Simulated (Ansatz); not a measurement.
`BB`, 6 atoms. Charge 0, multiplicity 1. All runs use 2 threads of an Arm Neoverse V1 on a shared host. Correlated methods freeze the cores. Open-shell runs search over several starts.

(1) How many basis functions does each run have, and how long does it take in Ansatz? RKS PBE0-D4/def2-TZVP frequencies; UKS B2PLYP (frozen core)/def2-TZVPP energy of the cation; RKS PBE0-D4/def2-QZVPP energy; RKS PBE0-D4/def2-TZVP relaxation (3 steps); UKS B3LYP-D4/def2-TZVPP energy of the cation; RKS ωB97M-V/def2-SVP energy; UKS r2SCAN-D4/def2-TZVPP energy of the cation; UKS PBE-D4/def2-TZVPP energy of the cation; RHF-CCSD(T)/cc-pV(D+d)Z energy; UKS PBE0-D4/def2-TZVPP energy of the cation; RKS ωB97M-V/def2-QZVPP energy; RHF-MP2/def2-QZVPP energy. (Estimate.)

Answers

(1) Computed: Other jobs shared the machine, so times are rough.

```tsv
level	job	functions	wall time	peak host memory (GiB)
RHF-CCSD(T)/cc-pV(D+d)Z	energy	48	0.25 s	0.25
RKS ωB97M-V/def2-SVP	energy	48	1.2 s	0.25
UKS PBE0-D4/def2-TZVPP	energy of the cation	118	1.6 s	0.25
UKS B3LYP-D4/def2-TZVPP	energy of the cation	118	1.8 s	0.25
RKS PBE0-D4/def2-QZVPP	energy	234	1.8 s	0.33
UKS B2PLYP (frozen core)/def2-TZVPP	energy of the cation	118	1.9 s	0.25
UKS PBE-D4/def2-TZVPP	energy of the cation	118	2.2 s	0.25
RKS PBE0-D4/def2-TZVP	relaxation (3 steps)	86	2.6 s	0.12
RHF-MP2/def2-QZVPP	energy	234	3.2 s	0.49
UKS r2SCAN-D4/def2-TZVPP	energy of the cation	118	4.1 s	0.25
RKS ωB97M-V/def2-QZVPP	energy	234	4.8 s	0.43
RKS PBE0-D4/def2-TZVP	frequencies	86	17 s	0.25
```

B3LYP here is the variant with VWN-RPA as its local correlation; programs differ in this.
